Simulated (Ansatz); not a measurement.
The first iterations of a band of H2 + H4OSi (8 atoms, charge 0, multiplicity 1).

Theory: RKS PBE/cc-pVDZ in Ansatz 0.2.0.

* movable images: 2
* climbing image: no
* spring: 5.0 eV/Å²
* optimiser: quadratic models (default)
* start path: through a guess of the saddle point
* force threshold: 0.05 eV/Å
* iteration limit: 60
* end points: relaxed

First end point:

```xyz
8
Properties=species:S:1:pos:R:3
Si -0.350 0.507 -0.224
O 0.117 -0.112 1.301
H -0.643 -0.358 1.863
H 0.943 0.862 -0.903
H -1.214 1.741 -0.081
H -1.108 -0.509 -1.048
H 1.642 -2.783 2.155
H 1.343 -2.117 1.904
```

Last end point:

```xyz
8
Properties=species:S:1:pos:R:3
Si 0.360 0.130 -0.378
O -0.548 -0.771 2.406
H -0.947 -1.568 2.004
H 0.855 0.511 -1.756
H 0.219 1.377 0.447
H -0.960 -0.576 -0.542
H 1.380 -0.806 0.222
H 0.371 -1.066 2.565
```

| iteration | highest image above the first end (eV) | largest band force component (eV/Å) |
| --- | --- | --- |
| 1 | 3.136 | 7.187 |
| 2 | 1.657 | 2.188 |
| 3 | 1.227 | 0.949 |
| 4 | 2.262 | 15.064 |
| 5 | 1.194 | 8.215 |

**Question.** Does the band converge within its limit, and where does its top end?

**Answer.** It converged. It ended after 15 iterations with the highest image 0.511 eV above the first end. No image climbed, so the highest image needn't sit at the top of the path. A band with more images between the same ends climbed to 1.79 eV, so this one has probably stepped over the top. So few images can step over the top or miss a turn of the path. The orbitals stay closed-shell, which can raise the energy where a bond breaks towards radicals; this wasn't checked here.

Time of the run: 36 s on 1 thread of AMD EPYC 7R43 64-Core Processor (Zen 3), with other jobs on the host, peak memory 0.12 GiB.
